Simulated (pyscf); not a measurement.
Thermochemistry of product channels of `[O]=[W](=[O])([OH])[OH]` + `[SiH4]` on the singlet surface, in eV, from ωB97M-D3(BJ)/def2-TZVP energies (ideal gas, 1 atm, RRHO with modes under 100 cm⁻¹ raised to 100, one conformer, R ln 2 for chiral ones without a mode under 150 cm⁻¹). Optimised with ωB97X-D3(BJ)/def2-SVP in PySCF.

```csv
products,ΔE,ΔH(298 K),ΔG(298 K),ΔG(600 K)
`[O]=[WH](=[O])[OH]` + `[OH][SiH3]`,+0.20,+0.23,+0.14,+0.07
`[O]=[W](=[O])([OH])[O][SiH3]` + `[H][H]`,-0.87,-0.95,-0.87,-0.81
```

These are energies of the channels, which say nothing of barriers. Elements past Kr carry the def2 core potentials, without spin-orbit coupling.
